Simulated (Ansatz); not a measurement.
CHO, SMILES [CH]=O, a composite energy at a relaxed geometry

Program: Ansatz's Python interface.

`cho.xyz`
```text
3

C     0.00890   -0.05620   -0.00970
O     0.97100    0.14810    0.55030
H    -0.99090   -0.15660   -0.55390
```

The cells in order, each with its output:

**Cell 1**
```python
import itertools
import warnings

import ansatz as az
from ase.data import atomic_numbers, covalent_radii
import numpy as np
```

**Cell 2**
```python
warnings.simplefilter("ignore", az.DeckWarning)

cho = az.Crystal.molecule_from_extxyz("cho.xyz")
```

**Cell 3**
```python
setup = (
    cho.calculation()
    .basis(gaussian="def2-SVP")
    .functional("pbe0")
    .spin("collinear", total=1)
)
symbols = [site.symbol for site in cho.cartesian_sites]
start = np.array([site.position_ang for site in cho.cartesian_sites], dtype=float)
report = setup.relax(force_tolerance=0.01).run().report
end = np.array(report["positions_ang"])
radius = [covalent_radii[atomic_numbers[s]] for s in symbols]
span = lambda where, i, j: np.linalg.norm(where[i] - where[j])
bonded = [(i, j) for i, j in itertools.combinations(range(len(symbols)), 2) if min(span(start, i, j), span(end, i, j)) < 1.2 * (radius[i] + radius[j])]
print("pair        before    after (A)")
for i, j in bonded:
    print(f"{symbols[i]}{i}-{symbols[j]}{j}".ljust(10), f"{span(start, i, j):8.4f} {span(end, i, j):8.4f}")
```
Output:
```text
pair        before    after (A)
C0-O1        1.1318   1.1722
C0-H2        1.1427   1.1350
```

**Cell 4**
```python
minimum = az.Crystal.molecule()
for symbol, place in zip(symbols, end):
    minimum = minimum.atom(symbol, place.tolist())
at_minimum = minimum.calculation().spin("collinear", total=1)
level = lambda method, basis: at_minimum.basis(gaussian=basis).correlation(method).run().report
small, large, cluster = level("mp2", "cc-pVDZ"), level("mp2", "cc-pVTZ"), level("ccsd_t", "cc-pVDZ")
corr = lambda each: (each["free_energy_ev"] - each["reference_energy_ev"]) / 27.211386246
mp2_limit = (27 * corr(large) - 8 * corr(small)) / 19
pieces = {"HF / cc-pVTZ": large["reference_energy_ev"] / 27.211386246, "MP2 correlation, DZ-TZ limit": mp2_limit, "CCSD(T) - MP2 / cc-pVDZ": corr(cluster) - corr(small)}
for name, value in pieces.items():
    print(f"{name:32s} {value:14.6f} Ha")
print(f"{'sum':32s} {sum(pieces.values()):14.6f} Ha")
print("T1 diagnostic", round(cluster["correlation"]["coupled_cluster"]["t1_diagnostic"], 4))
```
Output:
```text
HF / cc-pVTZ                        -113.292642 Ha
MP2 correlation, DZ-TZ limit          -0.397833 Ha
CCSD(T) - MP2 / cc-pVDZ               -0.021943 Ha
sum                                 -113.712418 Ha
T1 diagnostic 0.0226
```

Total energies depend on the basis set; only differences at equal settings carry meaning. The sum leaves out core correlation, relativity, the Hartree-Fock basis error and zero-point energy; a DZ-TZ extrapolation is rough. The species is open-shell (spin multiplicity 2). Inner cores stay frozen, so this is valence correlation. Hardware and time: 7.7 s on 1 thread of Arm Neoverse V2, with other jobs on the host, peak memory 0.18 GiB.

(Lines on the test bed's own set-up are left out of the output.)
